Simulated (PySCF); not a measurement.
Gas-phase reaction: 3 Al(CH₃)₃ + 2 C₂H₅ + 3 HNC = 3 Al(CH₃)₂NH₂ + 2 C₅H₈ (cyclic)

Method: PySCF energies plus ideal-gas RRHO corrections (1 bar). S°(298 K) at PBE0/def2-TZVP differs from the NASA 1993 table for C₂H₅ (+9 J/mol/K); whether the harmonic model or the table's entry is off was not settled. † marks an energy on the PBE0/def2-TZVP geometry and frequencies; other levels use their own. MP2 and CCSD(T) freeze the core. 6-31G* has spherical d functions here. Open shells (unrestricted): C₂H₅ (multiplicity 2); the rest are closed-shell singlets. B3LYP is the form with VWN-RPA correlation. Methyl groups turn as free rotors in Al(CH₃)₃, Al(CH₃)₂NH₂. Al(CH₃)₂NH₂: computed as isolated molecules; such fragments, hydroxides, amides, oligomers or adducts are transient or little studied in the gas. MP2 isn't extrapolated to the basis-set limit; its ΔH°(298 K) is -968.3 kJ in def2-SVP and -1011.1 kJ in def2-TZVPP. CCSD(T) isn't extrapolated to the basis-set limit. The harmonic model lacks anharmonicity and excited electronic states, which grow with temperature; levels with a mode under 35 cm⁻¹ are left out. Internal rotation in C₂H₅ is treated as a harmonic vibration of one conformer, which makes the entropy rough.

```
level               ΔE electronic, kJ  ΔH°(298 K), kJ  ΔS°(298 K), J/K  ΔG°(1800 K), kJ
------------------  -----------------  --------------  ---------------  ---------------
B3LYP/6-31G*                     -989            -912             -556              108
B3LYP/def2-TZVP†                 -958            -878             -559              149
CCSD(T)/def2-SVP†                -992            -912             -559              115
HF/6-31G*                        -777            -689             -554              338
MP2/def2-SVP†                   -1048            -968             -559               59
PBE/def2-SVP                    -1079           -1005             -554                3
PBE/def2-TZVP†                  -1045            -966             -559               61
PBE0/def2-TZVP                  -1074            -994             -559               33
ωB97M-V/def2-TZVP†              -1023            -944             -559               83
```
ΔH° is lowest at PBE/def2-SVP and highest at HF/6-31G*. No reference value is set beside these.
